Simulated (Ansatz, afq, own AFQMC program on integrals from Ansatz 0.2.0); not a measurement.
**AFQMC, coupled cluster and functionals along a coordinate of SiH₃⁺, singlet**

```json
{"atom": "Si", "x (Å)": "0.0000", "y (Å)": "0.0000", "z (Å)": "0.0000"}
{"atom": "H", "x (Å)": "1.4719", "y (Å)": "0.0142", "z (Å)": "-0.0001"}
{"atom": "H", "x (Å)": "-0.7483", "y (Å)": "1.2676", "z (Å)": "-0.0029"}
{"atom": "H", "x (Å)": "-0.7237", "y (Å)": "-1.2818", "z (Å)": "0.0030"}
```

All coordinates are scaled about the centre. Energies in mEh count from this geometry (1.000) at the same level; the start stands on RHF, each point on the determinant named.

Basis cc-pVDZ. Only valence electrons are correlated. Ansatz 0.2.0 and our own AFQMC program on the same integrals; the CISD trial comes from CCSD amplitudes, and released means the phaseless constraint is let go. Error bars are statistical, one sigma.

Cautions, each for one point or more: (T) is large; CCSDTQ on the RHF determinant differs, perhaps since the unrestricted series falls towards higher spin; cluster runs in doubt by the program's own checks; restricted determinant unstable towards unrestricted; strong correlation; the next higher spin lies close; the ph-AFQMC/CISD walk drifts between its halves; unrestricted determinant spin contaminated; walk and cluster series may follow different spin states.

| scale of all distances | det. | T1 | weight | ⟨S²⟩ | CCSD(T) | ph-AFQMC/CISD | released AFQMC | FCI | CCSDT(Q) | PBE | B2PLYP |
| --- | --- | --- | --- | --- | --- | --- | --- | --- | --- | --- | --- |
| 0.864 | RHF | 0.007 | 0.95 | pure | 60.9 | 61.0 ± 0.04 | 61.1 ± 0.02 | 61.1 | 61.1 | 68.2 | 60.4 |
| 1.113 | RHF | 0.011 | 0.93 | pure | 22.2 | 22.0 ± 0.06 | 21.9 ± 0.03 | 21.9 | 21.9 | 15.3 | 22.4 |
| 1.307 | RHF | 0.016 | 0.88 | pure | 113.5 | 112.7 ± 0.1 | – | 112.3 | 112.4 | 96.7 | 116.1 |
| 1.496 | RHF | 0.026 | 0.81 | pure | 204.2 | 203.8 ± 0.2 | – | 200.9 | 201.1 | 185.5 | 220.0§ |
| 1.737 | UHF‡ | 0.102 | 0.68 | 1.73 | 287.4 | 279.4 ± 0.2 | – | 274.5 | 276.1 | 270.9§ | 296.9§ |
| 1.987 | UHF‡ | 0.046 | 0.83 | 1.90 | 319.0 | 314.5 ± 0.2 | – | 310.0 | 312.3 | 310.1§ | 325.2§ |
| 2.404 | UHF‡ | 0.011 | 0.94 | 1.99 | 332.6 | 331.6 ± 0.07 | – | 330.0 | 330.7 | 331.0§ | 340.5§ |

Weight is that of the determinant in the CISD state; at the start T1 is 0.009 and the weight 0.94. A double dagger marks points where the walks on two determinants ended up to 47.2 mEh apart; the lower is shown. Symmetry can't show for every point that it stays on the start's state. A dash marks a missing value, a released energy that hasn't settled or a functional that sits on another state. § marks a functional whose ⟨S²⟩ is too high by over 0.1. Largest departures from full CI: CCSD(T) 12.9 mEh at 1.737 (on UHF), ph-AFQMC/CISD 4.9 mEh at 1.737 (on UHF), released AFQMC 0.0 mEh at 0.864 (on RHF) (within the noise), CCSDT(Q) 2.3 mEh at 1.987 (on UHF), PBE -15.6 mEh at 1.307, B2PLYP 3.8 mEh at 1.307. Functionals count only at points shown to share the start's state and spin. In this small basis the wave-function levels are far from their limit, so their gap to the functionals isn't the functionals' error.

Some points may be missing: those where a free walk finds a much lower state, and past Zn most of those on another determinant than at the start.

CCSDT and higher add their correlation energy to the determinant of the CCSD(T) run, since their own runs factorise the integrals more tightly (a shift of under 2 meV). A walk keeps the symmetry of its determinant, which the program's search chose and which needn't be the lowest solution, so a lower state of the same spin and another symmetry isn't excluded. Released energies are given only where the last usable release times agree within the noise; a slower fall can still hide under it.
